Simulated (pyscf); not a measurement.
HO–Ta(F)(F)(F)–F → O=Ta(F)(F)–F + HF, gas phase, singlet surface. Single points on ωB97X-D3(BJ)/def2-SVP structures (PySCF, gas phase). ΔG in kcal/mol from ωB97M-D3(BJ)/def2-TZVP energies (ideal gas, 1 atm, RRHO with modes under 100 cm⁻¹ raised to 100, one conformer, R ln 2 for chiral ones without a mode under 150 cm⁻¹).

```csv
T (K),ΔG
298,+24.0
600,+14.2
900,?
1200,-4.1
```

Task: Fit a line to the three values, predict ΔG at 900 K, and estimate where the reaction turns favourable at 1 atm of each gas.

Result: Least squares gives ΔG = +33.1 − 31.1 × T/1000 K, so ΔS is about +130 J/(mol K) and ΔH about +33.1 kcal/mol over this range (ΔH at 298 K: +33.8). At 900 K the line gives +5.1; the computed value is +4.9. ΔG = 0 falls near 1060 K; 1 kcal/mol in the energy moves that by 32 K. This is thermodynamics alone and says nothing of the barrier. Elements past Kr carry the def2 core potentials, without spin-orbit coupling.
